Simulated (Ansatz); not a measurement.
Basis-set extrapolation for C2HFO (`O=C=CF`) (PBE0-D4/def2-TZVP geometry, frozen core, the Gaussian-basis code of Ansatz). Multiplicity 1, RHF reference.

```csv
,def2-TZVPP,def2-QZVPP
HF,-250.654341,-250.665409
MP2 correlation,-0.773989,-0.835963
CCSD(T) correlation,-0.813698,not run
```

Energies in hartree. Use E(X) = E(∞) + A·exp(−7.88·√X) for Hartree–Fock and E(X) = E(∞) + B·X^(−2.97) for correlation, with X = 3 and 4, and add CCSD(T) minus MP2 of the smaller set to the MP2 limit.

Question: What is the CCSD(T) energy at the basis-set limit?

Answer: HF limit: -250.665409 + (-0.011068) × 0.13774 = -250.66693. MP2 limit: -0.835963 + (-0.061974) × 0.74074 = -0.88187. Higher-order term: -0.813698 − (-0.773989) = -0.03971. Total: -251.58851 hartree, 316.3 kJ/mol below CCSD(T)/def2-TZVPP.
